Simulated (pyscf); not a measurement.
Optimised with ωB97X-D3(BJ)/def2-SVP in PySCF. MP2 and CC: frozen core, UHF for open shells. ΔMP2 is the change of the MP2 total energy from the triple- to the quadruple-zeta basis.

Question: What is the homolytic dissociation enthalpy (298 K, CCSD(T)/def2-TZVPP + ΔMP2(QZVPP)) of the C–Cl bond of `[CH2]=[C]=[CH][Cl]`, to HC≡C–CH₂• + Cl•?

Answer: C–Cl to HC≡C–CH₂• + Cl•: 71.2 kcal/mol. The radicals are drawn with the spin at the cut bond; how far it spreads was not checked. Other isomers of HC≡C–CH₂• were not searched in full and may lie lower. The CCSD(T) − MP2 part came from Ansatz, without density fitting, on the same reference. A UHF reference is spin-contaminated (<S²> up to 0.98), which harms MP2 most. Left out: the spin-orbit lowering of Cl.
